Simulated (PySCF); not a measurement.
**Which basis set comes closest?**

Molecule: SMILES CCCOC, C4H10O.

Molfile (atoms numbered from 1):
```
C4H10O
     RDKit          3D

 15 14  0  0  0  0  0  0  0  0999 V2000
   -1.9764   -0.9302   -0.7530 C   0  0  0  0  0  0  0  0  0  0  0  0
   -0.4682   -0.7672   -0.8337 C   0  0  0  0  0  0  0  0  0  0  0  0
    0.0766    0.1845    0.2090 C   0  0  0  0  0  0  0  0  0  0  0  0
    1.4624    0.2809    0.0681 O   0  0  0  0  0  0  0  0  0  0  0  0
    2.0559    1.1391    0.9872 C   0  0  0  0  0  0  0  0  0  0  0  0
   -2.3453   -1.6250   -1.5217 H   0  0  0  0  0  0  0  0  0  0  0  0
   -2.4951    0.0310   -0.8999 H   0  0  0  0  0  0  0  0  0  0  0  0
   -2.2883   -1.3260    0.2272 H   0  0  0  0  0  0  0  0  0  0  0  0
   -0.1712   -0.3942   -1.8278 H   0  0  0  0  0  0  0  0  0  0  0  0
    0.0343   -1.7403   -0.7072 H   0  0  0  0  0  0  0  0  0  0  0  0
   -0.1887   -0.1738    1.2280 H   0  0  0  0  0  0  0  0  0  0  0  0
   -0.3982    1.1842    0.0981 H   0  0  0  0  0  0  0  0  0  0  0  0
    3.1386    1.1462    0.7977 H   0  0  0  0  0  0  0  0  0  0  0  0
    1.8859    0.8133    2.0337 H   0  0  0  0  0  0  0  0  0  0  0  0
    1.6775    2.1776    0.8943 H   0  0  0  0  0  0  0  0  0  0  0  0
  1  2  1  0
  2  3  1  0
  3  4  1  0
  4  5  1  0
  1  6  1  0
  1  7  1  0
  1  8  1  0
  2  9  1  0
  2 10  1  0
  3 11  1  0
  3 12  1  0
  5 13  1  0
  5 14  1  0
  5 15  1  0
M  END
```

Geometry PBE0-D3(BJ)/def2-SVP throughout; GIAO in PySCF, gas phase, one conformer, non-relativistic; equivalent atoms averaged; functional PBE0.

Reference values (measured; solution, not stated per compound (mostly CDCl3 or CCl4); Pretsch, Buehlmann, Badertscher, Structure Determination of Organic Compounds, 4th ed. (2009)): δ(C3) = 74.5 ppm, δ(C2) = 23.2 ppm, δ(C1) = 10.5 ppm. Computed shifts are taken against TMS, calculated as an isolated molecule at each level.

Task: How do the basis sets STO-3G, 6-31G, pcSseg-0, 6-31G*, def2-SVP, cc-pVDZ, pcSseg-1, 6-311+G(2d,p), aug-cc-pVDZ, def2-TZVP, IGLO-III, cc-pVTZ, pcSseg-2 perform against the reference? Times are CPU seconds on shared hosts with different chips, so compare them loosely.

Result: 
```tsv
basis set	functions	C3	C2	C1	mean abs. error C	core-s
STO-3G	35	58.6	24.3	18.9	8.5	2.6
6-31G	65	72.8	24.6	11.8	1.5	4.6
pcSseg-0	65	79.2	25.8	12.5	3.1	4.1
6-31G*	90	71.6	24.1	11.3	1.5	6.2
def2-SVP	120	72.9	24.3	10.9	1.0	8.3
cc-pVDZ	120	74.6	26.8	12.0	1.7	9.1
pcSseg-1	135	77.3	26.2	11.3	2.2	13
6-311+G(2d,p)	195	76.1	26.2	10.4	1.6	17
aug-cc-pVDZ	205	73.9	26.9	11.1	1.6	20
def2-TZVP	215	78.1	27.0	11.1	2.7	20
IGLO-III	275	79.3	27.4	11.1	3.2	32
cc-pVTZ	290	77.2	26.6	11.1	2.2	35
pcSseg-2	320	80.2	27.8	11.6	3.8	46
```

For 13C the closest is def2-SVP (1.0 ppm) and the furthest STO-3G (8.5 ppm). Where a smaller basis beats a larger one, errors probably cancel; the largest sets show where the functional converges. One molecule is a small sample, and vibrational and solvent effects are absent from the calculation.

A small basis that lands close on one nucleus may do so by chance; judge by the trend and by all nuclei.
